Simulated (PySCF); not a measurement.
methyl formate cation (C2H4O2), SMILES O(C)C=O (connectivity only; charge and spin as stated), charge +1, multiplicity 2.

The structure is a stationary point at B3LYP-D3(BJ)/def2-SVP. The multiplicity is an assumed one; other spin states were not compared. The values are those of a single conformer.

These are PBE/def2-TZVPD (PySCF) values and carry that method's errors.

Gas-phase values at a fixed geometry.

total energy: -228.51229 hartree
point group: Cs
α spin, highest occupied and lowest empty level: -15.24 and -9.13 eV
β spin, highest occupied and lowest empty level: -15.11 and -14.44 eV
dipole moment about the centre of nuclear charge: 0.66 D
mean static polarisability: 31.1 bohr³ (4.61 Å³)
polarisability, principal values: 22.4, 29.6, 41.3 bohr³
⟨S²⟩: 0.753 (pure state 0.75)
